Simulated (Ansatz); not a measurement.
**Nudged elastic band run: C₂H₅Si, charge +1**

Input file:

```yaml
crystal:
  periodic: [false, false, false]
  atoms:
    - { symbol: C, position_ang: [-0.928954, 1.008253, -0.406377] }
    - { symbol: C, position_ang: [-0.148349, -0.028924, 0.010385] }
    - { symbol: Si, position_ang: [0.858812, -1.324067, 0.532857] }
    - { symbol: H, position_ang: [-1.285332, 1.079024, -1.44961] }
    - { symbol: H, position_ang: [0.335408, 1.14639, -0.456794] }
    - { symbol: H, position_ang: [-1.292934, 1.77682, 0.298447] }
    - { symbol: H, position_ang: [2.319057, -1.135628, 0.463594] }
    - { symbol: H, position_ang: [0.142282, -2.521858, 1.007507] }
total_charge: 1
basis:
  gaussian: { orbitals: def2-SVP }
hamiltonian:
  xc: r2scan
  dispersion: d4
neb:
  order_check: false
  images: 9
  f_tol: 0.05
  max_iterations: 45
  final_atoms:
    - { symbol: C, position_ang: [-0.63760785, 1.18799536, -0.47685231] }
    - { symbol: C, position_ang: [0.08639737, 0.11584573, -0.04605412] }
    - { symbol: Si, position_ang: [0.97781908, -1.2509734, 0.50392146] }
    - { symbol: H, position_ang: [-0.91757259, 2.00865731, 0.20746747] }
    - { symbol: H, position_ang: [-1.26598075, 0.15796541, -0.07017506] }
    - { symbol: H, position_ang: [-0.90819674, 1.3127153, -1.54053159] }
    - { symbol: H, position_ang: [2.4438667, -1.10471731, 0.45377055] }
    - { symbol: H, position_ang: [0.22126478, -2.4274784, 0.96846259] }
  initial_path:
    images:
      - { positions_ang: [[-0.928954, 1.008253, -0.406377], [-0.148349, -0.028924, 0.010385], [0.858812, -1.324067, 0.532857], [-1.285332, 1.079024, -1.44961], [0.335408, 1.14639, -0.456794], [-1.292934, 1.77682, 0.298447], [2.319057, -1.135628, 0.463594], [0.142282, -2.521858, 1.007507]] }
      - { positions_ang: [[-0.87709483, 1.02472887, -0.41086278], [-0.08182175, -0.02351638, -0.03781627], [0.8586022, -1.33448016, 0.55971014], [-1.36560991, 1.01511857, -1.29822466], [0.19700256, 1.21535394, -0.64787095], [-1.16830601, 1.79939894, 0.30208328], [2.2705691, -1.14713771, 0.655874], [0.16664865, -2.54945606, 0.87711623]] }
      - { positions_ang: [[-0.82523567, 1.04120473, -0.41534856], [-0.0152945, -0.01810876, -0.08601753], [0.8583924, -1.34489332, 0.58656328], [-1.44588782, 0.95121313, -1.14683932], [0.05859712, 1.28431789, -0.83894789], [-1.04367802, 1.82197787, 0.30571957], [2.22208119, -1.15864743, 0.848154], [0.19101529, -2.57705411, 0.74672546]] }
      - { positions_ang: [[-0.7733765, 1.0576806, -0.41983434], [0.05123275, -0.01270115, -0.1342188], [0.85818261, -1.35530648, 0.61341642], [-1.52616574, 0.8873077, -0.99545398], [-0.07980832, 1.35328183, -1.03002484], [-0.91905003, 1.84455681, 0.30935585], [2.17359329, -1.17015714, 1.04043399], [0.21538194, -2.60465217, 0.61633469]] }
      - { positions_ang: [[-0.72151734, 1.07415646, -0.42432012], [0.11776, -0.00729353, -0.18242006], [0.85797281, -1.36571964, 0.64026956], [-1.60644365, 0.82340227, -0.84406865], [-0.21821376, 1.42224578, -1.22110178], [-0.79442204, 1.86713575, 0.31299213], [2.12510538, -1.18166686, 1.23271399], [0.23974859, -2.63225022, 0.48594393]] }
      - { positions_ang: [[-0.66965817, 1.09063233, -0.4288059], [0.18428725, -0.00188591, -0.23062133], [0.85776301, -1.37613281, 0.66712269], [-1.68672156, 0.75949684, -0.69268331], [-0.3566192, 1.49120972, -1.41217873], [-0.66979405, 1.88971468, 0.31662842], [2.07661748, -1.19317657, 1.42499399], [0.26411524, -2.65984828, 0.35555316]] }
      - { positions_ang: [[-0.66324811, 1.11010493, -0.43841518], [0.16470928, 0.02166042, -0.19370789], [0.88177422, -1.35110092, 0.63448245], [-1.53289177, 1.00932893, -0.51265315], [-0.53849151, 1.22456086, -1.14377799], [-0.71747459, 1.77431481, -0.05480358], [2.15006732, -1.17548472, 1.2307493], [0.25554515, -2.6133743, 0.47813505]] }
      - { positions_ang: [[-0.65683804, 1.12957754, -0.44802446], [0.1451313, 0.04520675, -0.15679444], [0.90578544, -1.32606904, 0.6018422], [-1.37906197, 1.25916103, -0.332623], [-0.72036382, 0.957912, -0.87537726], [-0.76515512, 1.65891493, -0.42623558], [2.22351717, -1.15779287, 1.03650461], [0.24697505, -2.56690033, 0.60071693]] }
      - { positions_ang: [[-0.65042798, 1.14905014, -0.45763375], [0.12555332, 0.06875307, -0.119881], [0.92979665, -1.30103716, 0.56920195], [-1.22523218, 1.50899312, -0.15259284], [-0.90223613, 0.69126313, -0.60697652], [-0.81283566, 1.54351505, -0.79766758], [2.29696701, -1.14010101, 0.84225992], [0.23840496, -2.52042635, 0.72329882]] }
      - { positions_ang: [[-0.64401791, 1.16852275, -0.46724303], [0.10597535, 0.0922994, -0.08296756], [0.95380787, -1.27600528, 0.53656171], [-1.07140238, 1.75882522, 0.02743732], [-1.08410844, 0.42461427, -0.33857579], [-0.8605162, 1.42811518, -1.16909959], [2.37041686, -1.12240916, 0.64801524], [0.22983487, -2.47395237, 0.84588071]] }
      - { positions_ang: [[-0.63760785, 1.18799536, -0.47685231], [0.08639737, 0.11584573, -0.04605412], [0.97781908, -1.2509734, 0.50392146], [-0.91757259, 2.00865731, 0.20746747], [-1.26598075, 0.15796541, -0.07017506], [-0.90819674, 1.3127153, -1.54053159], [2.4438667, -1.10471731, 0.45377055], [0.22126478, -2.4274784, 0.96846259]] }
```

Launched with:

```bash
$ ansatz run input.yaml --threads 1 --pin off --max-ram 2048MiB --backend cpu --events-out ev --progress --plain --runs-dir out
```

Output, in part (warnings, iteration lines, the closing report on the highest movable image, with atoms numbered from 0):

```
NEB end point (image 0): max|allowed force component| = 1.160e-2 eV/Å (the criterion of neb.relax_end_points is 1.000e-2)
NEB end point (image 10): max|allowed force component| = 4.621e-3 eV/Å (the criterion of neb.relax_end_points is 1.000e-2)
NEB iter   1: max|band force component| = 1.727e2 eV/Å  barrier→ = 58.9147 eV  barrier← = 58.9147 eV  Δτ_max = 0.1952 Å  (316 SCF iters)
NEB iter   2: max|band force component| = 1.094e2 eV/Å  barrier→ = 31.1624 eV  barrier← = 31.1624 eV  Δτ_max = 0.1954 Å  (281 SCF iters)
NEB iter   3: max|band force component| = 3.038e1 eV/Å  barrier→ = 9.7493 eV  barrier← = 9.7493 eV  Δτ_max = 0.1970 Å  (281 SCF iters)
NEB iter   4: max|band force component| = 2.072e1 eV/Å  barrier→ = 5.4740 eV  barrier← = 5.4740 eV  Δτ_max = 0.1893 Å  (275 SCF iters)
NEB iter   5: max|band force component| = 1.057e1 eV/Å  barrier→ = 2.0257 eV  barrier← = 2.0257 eV  Δτ_max = 0.1886 Å  (266 SCF iters)
NEB iter   6: max|band force component| = 6.125e0 eV/Å  barrier→ = 0.8487 eV  barrier← = 0.8487 eV  Δτ_max = 0.1993 Å  (259 SCF iters)
NEB iter   7: max|band force component| = 4.429e0 eV/Å  barrier→ = 0.4268 eV  barrier← = 0.4268 eV  Δτ_max = 0.1845 Å  (266 SCF iters)
NEB iter   8: max|band force component| = 2.189e0 eV/Å  barrier→ = 0.1810 eV  barrier← = 0.1811 eV  Δτ_max = 0.2000 Å  (251 SCF iters)
NEB iter   9: max|band force component| = 7.920e-1 eV/Å  barrier→ = 0.0791 eV  barrier← = 0.0791 eV  Δτ_max = 0.0703 Å  (259 SCF iters)
NEB iter  10: max|band force component| = 3.769e-1 eV/Å  barrier→ = 0.0752 eV  barrier← = 0.0752 eV  CI = image 5  Δτ_max = 0.0380 Å  (258 SCF iters)
NEB iter  11: max|band force component| = 1.738e-1 eV/Å  barrier→ = 0.0745 eV  barrier← = 0.0745 eV  CI = image 5  Δτ_max = 0.0264 Å  (258 SCF iters)
NEB iter  12: max|band force component| = 1.007e-1 eV/Å  barrier→ = 0.0744 eV  barrier← = 0.0745 eV  CI = image 5  Δτ_max = 0.0246 Å  (251 SCF iters)
NEB iter  13: max|band force component| = 3.937e-2 eV/Å  barrier→ = 0.0744 eV  barrier← = 0.0744 eV  CI = image 5  Δτ_max = 0.0000 Å  (500 SCF iters)
Total energy: -10015.41517658 eV, -368.0597190472 hartree
Atom 0 at    -0.624390     1.074592    -0.536996 Å, force    -0.001365    -0.000991    -0.003552 eV/Å
Atom 1 at     0.052566    -0.035860    -0.028358 Å, force    -0.005871     0.002772     0.007031 eV/Å
Atom 2 at     0.877123    -1.402698     0.612496 Å, force     0.006618    -0.002988    -0.001936 eV/Å
Atom 3 at    -1.720568     0.842411    -0.515738 Å, force    -0.000026     0.000678    -0.000139 eV/Å
Atom 4 at    -0.304833     1.476570    -1.512324 Å, force     0.001505     0.001264    -0.002244 eV/Å
Atom 5 at    -0.631005     1.861673     0.260850 Å, force     0.000680    -0.000815     0.000517 eV/Å
Atom 6 at     2.036368    -1.098442     1.476784 Å, force    -0.000808    -0.000769    -0.000053 eV/Å
Atom 7 at     0.314729    -2.718236     0.243295 Å, force    -0.000732     0.000848     0.000375 eV/Å
Dipole moment:    -0.096589     0.068152     0.046338 e Å
```

The run converged. The profile has 3 maxima (images 2, 5, 8) with wells between them (images 4, 6): this band takes more than one step, which may be the mechanism or a detour left from its start path. A vibrational analysis at the climbing image gives one clearly imaginary mode, 249i cm⁻¹: a first-order saddle point. Limits of this set-up: the dipole of an ion depends on the origin.

Final band:

```tsv
image	path coordinate (Å)	energy (kcal/mol)
0	0.00	0.0
1	0.57	0.6
2	1.15	1.7
3	1.72	1.2
4	2.29	0.9
5	2.86	1.7
6	3.43	0.9
7	4.00	1.2
8	4.57	1.7
9	5.14	0.6
10	5.71	0.0
```

Run time: 5.6 min on 1 thread of Intel(R) Xeon(R) Platinum 8259CL CPU @ 2.50GHz (Skylake/Cascade Lake), with other jobs on the host, peak memory 0.17 GiB.
